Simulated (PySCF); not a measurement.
**Running PySCF for AlP⁻**

Input:

```python
from pyscf import gto, scf, cc

mol = gto.M(
    atom='Al 0 0 0; P 0 0 2.018',
    basis='cc-pvdz',
    charge=-1,
    spin=1,
    symmetry=True,
    verbose=4,
)
mf = scf.UHF(mol)
mf = mf.density_fit(auxbasis='def2-universal-jkfit')
mf.kernel()
mycc = cc.CCSD(mf, frozen=10)
mycc.kernel()
mycc.ccsd_t()
mf.dip_moment()
print('orbital energies (hartree):', [e[max(0, n-3):n+3].round(4) for e, n in zip(mf.mo_energy, mol.nelec)])
```

```bash
$ OMP_NUM_THREADS=1 python input.py
```

The log (some set-up lines and the per-cycle HOMO/LUMO lines with their warnings removed):

```
PySCF version 2.14.0

[INPUT] Symbol           X                Y                Z      unit          X                Y                Z       unit  Magmom
[INPUT]  1 Al     0.000000000000   0.000000000000   0.000000000000 AA    0.000000000000   0.000000000000   0.000000000000 Bohr   0.0
[INPUT]  2 P      0.000000000000   0.000000000000   2.018000000000 AA    0.000000000000   0.000000000000   3.813467319372 Bohr   0.0

nuclear repulsion = 51.1345669620416
point group symmetry = Coov
symmetry origin: [0.         0.         2.04292892]
symmetry axis x: [1. 0. 0.]
symmetry axis y: [0. 1. 0.]
symmetry axis z: [0. 0. 1.]
num. orbitals of irrep A1 = 16
num. orbitals of irrep E1x = 8
num. orbitals of irrep E1y = 8
num. orbitals of irrep E2x = 2
num. orbitals of irrep E2y = 2
number of shells = 10
number of NR pGTOs = 82
number of NR cGTOs = 36
basis = cc-pvdz
ecp = {}

******** <class 'pyscf.df.df_jk.DFSymAdaptedUHF'> ********
method = DFSymAdaptedUHF
initial guess = minao
damping factor = 0
level_shift factor = 0
DIIS = <class 'pyscf.scf.diis.CDIIS'>
SCF conv_tol = 1e-09
SCF max_cycles = 50
number electrons alpha = 15  beta = 14
Freeze 0 electrons in irreps []
    29 free electrons in irreps A1 E1x E1y E2x E2y
******** <class 'pyscf.df.df.DF'> ********
auxbasis = def2-universal-jkfit
init E= -582.643835872429

cycle= 1 E= -582.524928532301  delta_E= 0.119  |g|= 0.273  |ddm|= 0.994
cycle= 2 E= -582.555505316834  delta_E= -0.0306  |g|= 0.247  |ddm|= 0.709
cycle= 3 E= -582.612719281019  delta_E= -0.0572  |g|= 0.0275  |ddm|= 0.302
cycle= 4 E= -582.61432848028  delta_E= -0.00161  |g|= 0.00996  |ddm|= 0.0837
cycle= 5 E= -582.614567713943  delta_E= -0.000239  |g|= 0.00393  |ddm|= 0.0307
cycle= 6 E= -582.614623979661  delta_E= -5.63e-05  |g|= 0.00269  |ddm|= 0.0123
cycle= 7 E= -582.614673165149  delta_E= -4.92e-05  |g|= 0.0024  |ddm|= 0.0112
cycle= 8 E= -582.614751880547  delta_E= -7.87e-05  |g|= 0.00219  |ddm|= 0.0186
cycle= 9 E= -582.614922185695  delta_E= -0.00017  |g|= 0.00184  |ddm|= 0.0471
cycle= 10 E= -582.615074717644  delta_E= -0.000153  |g|= 0.00128  |ddm|= 0.062
cycle= 11 E= -582.615114658817  delta_E= -3.99e-05  |g|= 0.000528  |ddm|= 0.0336
cycle= 12 E= -582.615118602013  delta_E= -3.94e-06  |g|= 0.000339  |ddm|= 0.0115
cycle= 13 E= -582.615118026542  delta_E= 5.75e-07  |g|= 0.000427  |ddm|= 0.00728
cycle= 14 E= -582.615119387179  delta_E= -1.36e-06  |g|= 4.9e-05  |ddm|= 0.00672
cycle= 15 E= -582.615119388792  delta_E= -1.61e-09  |g|= 3.8e-05  |ddm|= 0.000455
cycle= 16 E= -582.615119400228  delta_E= -1.14e-08  |g|= 3.9e-06  |ddm|= 0.000702
cycle= 17 E= -582.61511940028  delta_E= -5.23e-11  |g|= 1.1e-06  |ddm|= 2.53e-05
Extra cycle  E= -582.615119400282  delta_E= -1.48e-12  |g|= 7.07e-07  |ddm|= 2.59e-06
converged SCF energy = -582.615119400282  <S^2> = 0.8577197  2S+1 = 2.1049653

******** <class 'pyscf.cc.dfuccsd.UCCSD'> ********
CC2 = 0
CCSD nocc = (np.int64(5), np.int64(4)), nmo = (26, 26)
frozen orbitals 10
max_cycle = 50
direct = 0
conv_tol = 1e-07
conv_tol_normt = 1e-06
Init t2, MP2 energy = -0.166443440230565
Init E_corr(UCCSD) = -0.166443440231384
cycle = 1  E_corr(UCCSD) = -0.176653015379001  dE = -0.0102095751  norm(t1,t2) = 0.10221
cycle = 2  E_corr(UCCSD) = -0.184086506355564  dE = -0.00743349098  norm(t1,t2) = 0.0422089
cycle = 3  E_corr(UCCSD) = -0.185954603219932  dE = -0.00186809686  norm(t1,t2) = 0.0304185
cycle = 4  E_corr(UCCSD) = -0.188897596254289  dE = -0.00294299303  norm(t1,t2) = 0.0185713
cycle = 5  E_corr(UCCSD) = -0.188985033090362  dE = -8.74368361e-05  norm(t1,t2) = 0.00983319
cycle = 6  E_corr(UCCSD) = -0.189023513066034  dE = -3.84799757e-05  norm(t1,t2) = 0.00407098
cycle = 7  E_corr(UCCSD) = -0.189208098871465  dE = -0.000184585805  norm(t1,t2) = 0.00167486
cycle = 8  E_corr(UCCSD) = -0.18918426473378  dE = 2.38341377e-05  norm(t1,t2) = 0.000510276
cycle = 9  E_corr(UCCSD) = -0.189185524661942  dE = -1.25992816e-06  norm(t1,t2) = 0.000228648
cycle = 10  E_corr(UCCSD) = -0.189183180739674  dE = 2.34392227e-06  norm(t1,t2) = 7.39526e-05
cycle = 11  E_corr(UCCSD) = -0.189184132402721  dE = -9.51663047e-07  norm(t1,t2) = 3.51843e-05
cycle = 12  E_corr(UCCSD) = -0.189183254463086  dE = 8.77939635e-07  norm(t1,t2) = 1.69057e-05
cycle = 13  E_corr(UCCSD) = -0.189182807199151  dE = 4.47263935e-07  norm(t1,t2) = 7.35962e-06
cycle = 14  E_corr(UCCSD) = -0.189182803969339  dE = 3.22981145e-09  norm(t1,t2) = 2.51476e-06
cycle = 15  E_corr(UCCSD) = -0.189182798390871  dE = 5.57846816e-09  norm(t1,t2) = 1.35343e-06
cycle = 16  E_corr(UCCSD) = -0.189182829751199  dE = -3.13603281e-08  norm(t1,t2) = 6.46182e-07
UCCSD converged
E(UCCSD) = -582.8043022300327  E_corr = -0.1891828297511992
UCCSD(T) correction = -0.0119057978627488

WARN: System has nonzero charge -1; the dipole moment is origin-dependent.
Location of origin: [0. 0. 0.]

Dipole moment(X, Y, Z, Debye):  0.00000,  0.00000, -5.90018
orbital energies (hartree): [array([-0.1098, -0.0904, -0.0904,  0.2525,  0.2525,  0.3204]), array([-0.1436, -0.0638, -0.0638,  0.196 ,  0.266 ,  0.266 ])]
```

In short: E(SCF) = -582.615119 Eh, E(CCSD) − E(SCF) = -0.18918 Eh, (T) = -0.01191 Eh, ⟨S²⟩ = 0.858.

Hardware: Arm Neoverse V1, 1 thread, shared host. Wall time 4 s, peak memory 0.12 GiB.

The basis has no diffuse functions, which an anion needs. The bond length is a typed value, not an optimised one. The dipole of an ion depends on the origin. No search for the lowest solution was made.
